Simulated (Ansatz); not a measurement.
A nudged elastic band was laid between two geometries of AlClFH$_{3}$ (6 atoms, charge 0, multiplicity 1).

The calculation used RKS PBE-D4/def2-SVPD in Ansatz 0.2.0.

- movable images: 7
- climbing image: yes
- spring: 5.0 eV/Å²
- optimiser: quadratic models (default)
- start path: straight line
- force threshold: 0.05 eV/Å
- iteration limit: 60
- end points: relaxed

Image 0:

```xyz
6
Properties=species:S:1:pos:R:3
Al -0.615 0.337 -0.362
F -0.782 -0.633 1.079
H -0.920 -0.424 -1.722
H -0.598 1.905 -0.117
H 1.032 -0.845 1.007
Cl 1.883 -0.341 0.115
```

Image 8:

```xyz
6
Properties=species:S:1:pos:R:3
Al -0.230 0.402 -0.535
F -0.559 -0.727 1.166
H -0.906 -0.449 -1.688
H -0.582 1.879 -0.082
H 0.415 -0.883 1.194
Cl 1.861 -0.222 -0.053
```

Question: What changes between the two ends?

Answer: Bonds broken: H5–Cl6. Bonds formed: F2–H5.

Question: What energy profile does the band end with?

Answer: The forces met the threshold. The highest image is number 3 of 0 to 8, 0.019 eV above the first end and 0.122 eV above the last; the last end lies 0.103 eV below the first. Another band between the same ends (7 images) ends at a top of the same energy, where a vibrational analysis finds 1 clearly imaginary mode. The orbitals stay closed-shell, which can raise the energy where a bond breaks towards radicals; this wasn't checked here.

```tsv
image	path coordinate (Å)	energy (eV)	H5–Cl6 (Å)	F2–H5 (Å)
0	0.00	0.000	1.33	1.83
1	0.13	0.001	1.35	1.67
2	0.26	0.009	1.39	1.52
3	0.38	0.019	1.44	1.37
4	0.50	0.013	1.52	1.24
5	0.62	-0.021	1.63	1.13
6	0.74	-0.065	1.75	1.06
7	0.85	-0.094	1.88	1.01
8	0.97	-0.103	2.02	0.99
```

Question: What is the geometry of the highest image?

Answer: 
```xyz
6
Properties=species:S:1:pos:R:3
Al -0.475 0.343 -0.400
F -0.605 -0.676 1.105
H -0.918 -0.449 -1.698
H -0.598 1.891 -0.084
H 0.756 -0.771 0.962
Cl 1.840 -0.338 0.115
```

Run time: 53 s on 2 threads of Arm Neoverse V2, on a shared host, peak memory 0.15 GiB.
